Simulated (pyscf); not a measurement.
Optimised with ωB97X-D3(BJ)/def2-SVP in PySCF.

Q: PBE/def2-TZVP puts the barrier of H₃Si–GeH₃ + H atom (H•) -> •H₂Si–GeH₃ + hydrogen (H₂) (hydrogen abstraction; doublet surface; H–Si broken, H–H formed) at -0.1 kcal/mol and the reaction energy at -16.1 kcal/mol, from the separated reactants. What do r²SCAN/def2-TZVP, B3LYP-D3(BJ)/def2-TZVP, ωB97M-D3(BJ)/def2-TZVP give on the same structures?

A: r²SCAN: ΔE‡ = -1.3 kcal/mol, ΔE = -18.0 kcal/mol; B3LYP-D3(BJ): ΔE‡ = -0.2 kcal/mol, ΔE = -17.3 kcal/mol; ωB97M-D3(BJ): ΔE‡ = 4.3 kcal/mol, ΔE = -13.8 kcal/mol. PBE's barrier lies among them. Its reaction energy lies among theirs. At r²SCAN, B3LYP-D3(BJ) this geometry lies under the reactants; that is no barrier but a single point on another level's saddle; such a level's own saddle, if it has one, lies nearer that side and is low. •H₂Si–GeH₃ lies 8.4 kcal/mol over its isomer H₃Si–GeH₂• (electronic energy, ωB97M-D3(BJ)/def2-TZVP). This is the saddle that the search found; another between the same sides may lie lower. The angle at the transferred H is 178°. Elements up to Kr have no core potential and no relativistic terms here.
